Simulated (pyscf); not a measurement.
H₂As–GaH–AsH₂ → HAs=Ga–AsH₂ + H₂, gas phase, singlet surface. PySCF, gas phase, ωB97X-D3(BJ)/def2-SVP geometries. ΔG in kcal/mol from ωB97M-D3(BJ)/def2-TZVP energies (ideal gas, 1 atm, RRHO with modes under 100 cm⁻¹ raised to 100, one conformer, R ln 2 for chiral ones without a mode under 150 cm⁻¹).

```tsv
T (K)	ΔG
298	+15.7
600	?
900	-1.7
1200	-10.2
```

Q: Fit a line to the three values, predict ΔG at 600 K, and estimate where the reaction turns favourable at 1 atm of each gas.

A: Least squares gives ΔG = +24.2 − 28.7 × T/1000 K, so ΔS is about +120 J/(mol K) and ΔH about +24.2 kcal/mol over this range (ΔH at 298 K: +24.1). At 600 K the line gives +7.0; the computed value is +7.0. ΔG = 0 falls near 840 K; 1 kcal/mol in the energy moves that by 35 K. This is thermodynamics alone and says nothing of the barrier. Elements up to Kr have no core potential and no relativistic terms here.
